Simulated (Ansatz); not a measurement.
A displaced shape of singlet H2F2:

```xyz
4

F     0.0302   -0.3499   -1.2141
H     0.0229    0.4116   -0.8069
F     0.0364    0.3756    1.1608
H     0.0004   -0.4963    0.8271
```

It was optimised with PBE0/def2-SVP in Ansatz (development build ahead of 0.2.0) to forces under 0.001 eV/Å, with restricted orbitals. Each step stands on the lowest determinant of that kind that the program's search found.

(1) What shape does it relax to, and how does the optimisation go?

Results:

(1)

```xyz
4

F     0.0179   -0.3917   -1.2044
H     0.0362    0.4451   -0.8037
F     0.0270    0.3622    1.1878
H     0.0088   -0.4747    0.7872
```

Bond lengths: F1–H2 0.928 Å, F3–H4 0.928 Å.

| step | E − E(start) (eV) | largest force (eV/Å) |
| --- | --- | --- |
| 1 | 0.0000 | 4.1684 |
| 2 | -0.1364 | 0.3338 |
| 3 | 0.1317 | 2.6032 |
| 4 | -0.1203 | 0.8259 |
| 5 | -0.1411 | 0.2864 |
| 6 | -0.1429 | 0.0615 |
| 7 | -0.1430 | 0.0059 |
| 8 | -0.1430 | 0.0072 |
| 9 | -0.1430 | 0.0046 |
| 10 | -0.1431 | 0.0099 |
| 11 | -0.1431 | 0.0105 |
| 12 | -0.1431 | 0.0190 |
| 13 | -0.1431 | 0.0276 |
| 14 | -0.1431 | 0.0045 |
| 15 | -0.1431 | 0.0027 |
| 16 | -0.1431 | 0.0003 |

The optimisation ended after 16 steps with its threshold met.
